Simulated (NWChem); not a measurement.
System: SiH$_{3}$ cation

```xyz
4

Si     0.0000     0.0000     0.0000
H      1.1933    -0.8948     0.0000
H     -1.3716    -0.5861     0.0000
H      0.1782     1.4809     0.0000
```
Atoms are numbered in this order, from 1.

All runs: NWChem. Pople sets run with spherical d functions. Structure relaxed at the PBE-D3(BJ)/def2-SVP level. B3LYP is NWChem's, with the RPA form of VWN correlation. Atomic charges in e: unrestrained fits to the electrostatic potential beside Mulliken populations; the two definitions need not agree.

For level Hartree-Fock/6-31G*:

```
Property      Result
------------  ------
Mulliken Si1    0.93
```

Question: How do the values read with level B3LYP/def2-SVP instead?

Answer: 
- Mulliken Si1: 0.76
